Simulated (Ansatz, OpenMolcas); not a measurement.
**Predicting a hybrid from its neighbours: OH**

OH has 2 atoms, charge 0, and is taken as a doublet. As SMILES, `[OH]`. Geometry: relaxed at PBE0-D4/def2-TZVP.

The dipole moment y, in D, basis aug-cc-pVTZ; a is the functional's share of exact exchange. Programs: Ansatz 0.2.0, OpenMolcas 26.06.

```
functional     program     a  y (D)
     UTPSS  OpenMolcas     0   1.61
      UPBE      Ansatz     0   1.60
    UB3LYP  OpenMolcas   0.2   1.65
     UPBE0  OpenMolcas  0.25      ?
    UBHLYP  OpenMolcas   0.5   1.70
```

**Question.** Fit y = c + s·a to the known rows and predict UPBE0.

**Answer.** 
1. Means of the 4 rows: a = 0.1750, y = 1.640.
2. Σ(Δa)² = 0.1675, Σ(Δa·Δy) = 0.032, so the slope is 0.032/0.1675 = 0.19104.
3. Intercept: 1.640 − (0.19104) × 0.1750 = 1.607. The largest residual of the fit is 0.007.
4. UPBE0: 1.607 + (0.19104) × 0.25 = 1.65 D.

The run gave 1.65 D, so the prediction is off by 0.00 D: they agree to the digits shown. More exact exchange makes the molecule more polar here.
